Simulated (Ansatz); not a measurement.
## Structure optimisation: boron, alpha-rhombohedral (B12)

These are results of Ansatz, DFT, LDA (PW92), plane waves (420 eV) with PAW, scalar-relativistic, not measurements. The PAW files were generated under PBE, with cores re-solved for the functional.

k-point mesh 4×4×4, Fermi-Dirac smearing 0.05 eV, no spin polarisation. Cell and atoms relax.

Starting structure:

```
B
1.0
     2.45400    1.41682    4.18900
    -2.45400    1.41682    4.18900
     0.00000   -2.83364    4.18900
B
12
Direct
  0.01040 0.65730 0.01040
  0.01040 0.01040 0.65730
  0.65730 0.01040 0.01040
  0.98960 0.34270 0.98960
  0.34270 0.98960 0.98960
  0.98960 0.98960 0.34270
  0.22060 0.63230 0.22060
  0.22060 0.22060 0.63230
  0.63230 0.22060 0.22060
  0.77940 0.36770 0.77940
  0.36770 0.77940 0.77940
  0.77940 0.77940 0.36770
```

Problem. What cell does the relaxation end in?

Solution. R-3m with a = 4.841 Å, c = 12.393 Å (c/a = 2.560); 6.99 Å³ per atom against 7.28 at the start (-4.0 %).

Problem. How much energy does the relaxation gain?

Solution. 10.7 meV per atom.

Path of the relaxation (the plane waves are chosen anew near the end, which can shift the energy a little):

| step | E − E(final) (meV/atom) | V (Å³/atom) | P (GPa) | max force (eV/Å) |
| --- | --- | --- | --- | --- |
| 0 | 10.70 | 7.282 | -8.58 | 0.538 |
| 1 | 1.07 | 7.097 | -3.47 | 0.148 |
| 2 | -0.59 | 6.986 | 0.09 | 0.040 |
| 3 | -0.60 | 6.991 | -0.01 | 0.008 |
| 4 | -0.60 | 6.992 | 0.00 | 0.005 |
| 5 | -0.60 | 6.991 | 0.00 | 0.000 |
| 6 | 0.01 | 6.991 | -0.11 | 0.002 |
| 7 | 0.00 | 6.988 | 0.00 | 0.001 |
| 8 | 0.00 | 6.988 | 0.00 | 0.001 |
